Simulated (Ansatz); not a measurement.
Relaxation of CH₇BS (10 atoms, charge 0, multiplicity 1), to a largest force component of 0.03 eV/Å in at most 50 steps.

Method: RKS B3LYP/def2-SVPD in Ansatz.

```xyz
10
Properties=species:S:1:pos:R:3:forces:R:3
B 0.016 -0.565 -0.376 0.04 -1.16 -0.34
C -0.039 -0.069 2.389 0.00 -0.09 0.21
H -0.992 -0.089 2.934 -0.01 0.01 0.00
H 0.794 -0.184 3.095 0.01 0.01 0.00
H 0.062 0.887 1.861 0.00 0.01 -0.01
H 1.074 -0.009 -0.368 0.02 0.01 -0.02
H -1.037 -0.003 -0.447 0.01 0.00 0.01
S 0.095 -2.415 -0.448 -0.09 0.91 -0.20
H -1.235 -2.672 -0.488 0.05 0.02 0.00
H -0.015 -0.923 1.689 -0.02 0.28 0.36
```

**Question.** Where does it end, and by what steps?

**Answer.** The run converged. After 10 steps the energy has fallen by 0.244 eV; H10 moved furthest, 0.82 Å.

| step | energy less start (eV) | largest force component (eV/Å) | accepted |
| --- | --- | --- | --- |
| 0 | 0.0000 | 1.156 | yes |
| 1 | -0.1358 | 0.731 | yes |
| 2 | -0.2115 | 0.305 | yes |
| 3 | -0.2196 | 0.440 | yes |
| 4 | -0.2349 | 0.236 | yes |
| 5 | -0.2403 | 0.074 | yes |
| 6 | -0.2417 | 0.032 | yes |
| 7 | -0.2428 | 0.039 | yes |
| 8 | -0.2440 | 0.053 | yes |
| 9 | -0.2442 | 0.049 | yes |
| 10 | -0.2444 | 0.024 | yes |

```xyz
10
Properties=species:S:1:pos:R:3
B -0.002 -0.747 -0.949
C -0.014 0.075 2.933
H -1.007 0.175 3.391
H 0.760 0.229 3.697
H 0.099 0.826 2.140
H 1.058 -0.191 -0.996
H -1.040 -0.161 -0.837
S 0.051 -2.523 -1.061
H -1.274 -2.794 -0.980
H 0.092 -0.931 2.504
```

Whether the end is a true minimum wasn't checked by a vibrational analysis.

The run took 8.9 s on 4 threads of Intel(R) Xeon(R) 6975P-C (Granite Rapids), on a shared host, peak memory 0.27 GiB.
